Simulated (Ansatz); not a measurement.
Basis-set series for C₂H₃Si, SMILES `[C]#C[SiH3]` radical. Total charge 0; spin multiplicity 2. The geometry is a stationary point of PBE0-D4/def2-TZVP.

```xyz
6

C    -0.372   -1.163   -2.143
C    -0.190   -0.592   -1.090
Si    0.086    0.270    0.497
H     1.425   -0.100    1.015
H    -0.964   -0.146    1.457
H     0.015    1.732    0.265
```

```
functional       basis  functions  energy (Eh)  HOMO (eV)  LUMO (eV)
   PBE0-D4  def2-TZVPP        146   -367.13473      -8.41      -4.79
   PBE0-D4  def2-QZVPP        274   -367.14874      -8.42      -4.81
   ωB97M-V  def2-TZVPP        146   -367.29681     -10.65      -2.98
   ωB97M-V  def2-QZVPP        274   -367.30949     -10.65      -3.02
```

Question: Give the rows for def2-SVP. (Best estimate.)

Answer: Computed: 
```csv
functional,basis,functions,energy (Eh),HOMO (eV),LUMO (eV)
PBE0-D4,def2-SVP,61,-366.94639,-8.35,-4.64
ωB97M-V,def2-SVP,61,-367.10372,-10.55,-2.71
```

HOMO and LUMO are taken over both spins.
